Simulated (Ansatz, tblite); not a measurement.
# The cluster SnPt₂+: a ladder of methods and basis sets

One table from this session's results is given with a row withheld; the runs are named, their logs left out.

Method: as each input shows; program: Ansatz 0.2.0, Gaussian basis.

Plan: GFN1-xTB, GFN2-xTB, PBE-D4/def2-TZVP, r2SCAN-D4/def2-TZVP, LDA/def2-TZVP, B97M-V/def2-TZVP, r2SCANh-D4/def2-TZVP, HSE06-D4/def2-TZVP, B2PLYP/def2-TZVP, PBE-D4/def2-SVP, PBE0-D4/def2-SVP, CCSD(T)/def2-TZVP, RPA/def2-TZVP.

## The relaxed structure

The geometry is that of the doublet, from an earlier relaxation (r2SCAN-D4/def2-TZVP). At that level it is the lowest of the isomers that a small search found.

3 atoms, charge 1, spin multiplicity 2.

Bond lengths: Pt1–Pt2 2.392 Å, Pt1–Sn3 2.570 Å, Pt2–Sn3 2.570 Å. Angles: Pt2–Pt1–Sn3 62.3°, Pt1–Pt2–Sn3 62.3°, Pt1–Sn3–Pt2 55.5°.

As a file:

```xyz
3
Pt2Sn
Pt    0.62134   -1.05664    0.70862
Pt    0.05239    1.26502    0.63378
Sn   -0.67372   -0.20838   -1.34240
```

Pt, Sn take a core potential in the def2 sets. No spin-orbit coupling is included. The ion is computed in the gas phase, without counter-ions or solvent.

PBE0-D4/def2-TZVP was run before; its log isn't repeated, and its numbers join the tables.

The first run:

Tight binding, by tblite at 300 K electronic temperature and without a spin-polarisation term:

```python
tblite.interface.Calculator('GFN1-xTB', numbers, positions, charge=1, uhf=1).singlepoint()
```

Tight binding, by tblite at 300 K electronic temperature and without a spin-polarisation term:

```python
tblite.interface.Calculator('GFN2-xTB', numbers, positions, charge=1, uhf=1).singlepoint()
```

start.molden holds the orbitals of an earlier run on this state, given as this run's starting guess.

in.yaml reads:

```yaml
crystal:
  periodic: [false, false, false]
  atoms:
    - {symbol: Pt, position_ang: [0.621338, -1.056640, 0.708620]}
    - {symbol: Pt, position_ang: [0.052390, 1.265017, 0.633779]}
    - {symbol: Sn, position_ang: [-0.673718, -0.208377, -1.342399]}
basis:
  gaussian: {orbitals: def2-TZVP, initial_orbitals: start.molden}
total_charge: 1
magnetization: {spin_polarized: true, initial_magnetization: 1}
hamiltonian: {xc: pbe, dispersion: d4}
scf: {omitted_lower_state_checks: [starts]}
output: {orbitals: {seedname: orbitals}}
```

Launch:

```sh
$ ansatz run in.yaml --threads 4 --pin off --events-out ev --progress --plain --max-ram 3916MiB
```

Steps of the session up to this table: PBE-D4/def2-TZVP; r2SCAN-D4/def2-TZVP; LDA/def2-TZVP; B97M-V/def2-TZVP; r2SCANh-D4/def2-TZVP; HSE06-D4/def2-TZVP; B2PLYP/def2-TZVP; PBE-D4/def2-SVP; PBE0-D4/def2-SVP; CCSD(T)/def2-TZVP; RPA/def2-TZVP.

One of the session's tables, all rows but one given; the rest of the session is left out.

It belongs to the step «Levels side by side». 

```
               level  HOMO (eV)  LUMO (eV)  gap (eV)
       LDA/def2-TZVP     -11.05     -10.86      0.19
     PBE-D4/def2-SVP          ?          ?         ?
    PBE-D4/def2-TZVP     -10.84     -10.44      0.40
 r2SCAN-D4/def2-TZVP     -11.06     -10.14      0.92
    B97M-V/def2-TZVP     -10.99      -9.92      1.08
r2SCANh-D4/def2-TZVP     -11.52      -9.65      1.86
    PBE0-D4/def2-SVP     -12.02      -9.21      2.82
   PBE0-D4/def2-TZVP     -11.95      -9.13      2.82
  HSE06-D4/def2-TZVP     -11.58      -9.52      2.06
```

Estimate the missing values for PBE-D4/def2-SVP.

As computed: HOMO (eV): -10.90; LUMO (eV): -10.50; gap (eV): 0.40. In the column «HOMO (eV)» it lies between B97M-V/def2-TZVP (-10.99) and PBE-D4/def2-TZVP (-10.84).

Caveats from the session: Doubts: large T1 diagnostic, spin contamination. Notes on CCSD(T)/def2-TZVP: large T1 diagnostic, spin contamination.
